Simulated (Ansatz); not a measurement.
System: CH₂O, charge 1, doublet. CH2O+ (parent SMILES O=C, doublet).
B3LYP-D3(BJ)/def2-TZVP minimum from Ansatz (a quantum-chemistry and plane-wave program):
```xyz
4

O      0.0009     0.0100     0.6637
C     -0.0007    -0.0079    -0.5229
H      0.0058     0.9515    -1.1008
H     -0.0087    -0.9841    -1.0717
```
Charge +1, spin multiplicity 2.

Hartree-Fock and MP2 correlation energies in hartree (Ansatz). UHF or UKS for unpaired electrons; spin-orbit terms are left out. Correlated methods leave the cores frozen. No relativity. The UHF reference of CH2O+ (parent SMILES C=O, doublet) is spin-contaminated (<S^2> up to 0.04 over the pure value in the sets run).

```csv
basis,X,E(HF),"E(corr, MP2)"
cc-pVTZ,3,-113.56586,-0.32907
cc-pVQZ,4,-113.57412,-0.35358
cc-pV5Z,5,-113.57608,withheld
```

### Question
Fit E(corr) = E∞ + A/X³ to X = 3 and 4, predict X = 5, and compare with the run.

### Answer
A = (-0.32907 - (-0.35358))/(1/27 - 1/64) = 1.1447; E∞ = -0.35358 - A/64 = -0.37147; at X = 5, E∞ + A/125 = -0.36231. The run gave -0.36341, 1.10 mEh below the prediction. The same form on X = 4 and 5 gives E∞ = -0.37372, 2.26 mEh below the first estimate.
